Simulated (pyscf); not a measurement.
# Addition across a multiple bond or ene-type step: •H₂C–CH=O + water (H₂O) → HO–CH•–CH₂–OH

Gas phase, doublet surface, charge 0. Bonds broken: H7–O8. Bonds formed: C1–O8, O3–H7. PySCF, gas phase, ωB97X-D3(BJ)/def2-SVP geometries.

Transition state (Å):

```xyz
9

C      0.6315    -0.8194     0.2863
C      1.1501     0.3448     0.9049
O      0.6471     0.6349     2.0606
H      0.6351    -1.7661     0.8347
H      0.6911    -0.9227    -0.8039
H      1.8356     1.0523     0.4154
H     -0.3529     0.0620     1.8620
O     -1.1190    -0.5865     1.0489
H     -1.5447     0.0934     0.5048
```

One imaginary mode, 1415i cm⁻¹; descent along it reached the two sides named, in the forms told below.

| bond | change | reactant side (Å) | saddle | product side |
|---|---|---|---|---|
| H7–O8 | breaks | 0.973 | 1.292 | 2.155 |
| C1–O8 | forms | 3.1 | 1.924 | 1.424 |
| O3–H7 | forms | 1.967 | 1.170 | 0.972 |

Electronic energies relative to the separated reactants (kcal/mol):

```csv
level,barrier,reaction energy,reverse barrier
ωB97X-D3(BJ)/def2-TZVP,27.4,-3.5,30.9
PBE/def2-TZVP,16.7,-2.6,19.3
r²SCAN/def2-TZVP,21.4,-2.5,23.9
B3LYP-D3(BJ)/def2-TZVP,25.0,-0.2,25.3
PBE0-D3(BJ)/def2-TZVP,23.2,-5.3,28.5
M06-2X/def2-TZVP,26.6,-4.9,31.5
ωB97M-D3(BJ)/def2-TZVP,26.8,-1.9,28.8
HF/def2-TZVP,61.0,+8.3,52.6
```

With ωB97M-D3(BJ)/def2-TZVP energies and thermal terms (ideal gas, 1 atm, RRHO with modes under 100 cm⁻¹ raised to 100, one conformer, R ln 2 for rigid chiral ones), in kcal/mol:

```csv
T (K),ΔH‡,ΔG‡,ΔH,ΔG
298,26.7,37.7,+2.2,+12.8
600,26.4,49.0,+2.0,+23.7
900,26.8,60.2,+2.6,+34.5
1200,27.5,71.2,+3.5,+45.0
```

On the reactant side the descent ends in a complex, 6.9 kcal/mol under the separated species and 34.3 kcal/mol under the saddle at ωB97X-D3(BJ)/def2-TZVP. •H₂C–CH=O lies 6.7 kcal/mol over its isomer H₃C–C•=O, and others may lie lower still (electronic energy, ωB97M-D3(BJ)). This is the saddle that the search found; another between the same sides may lie lower.
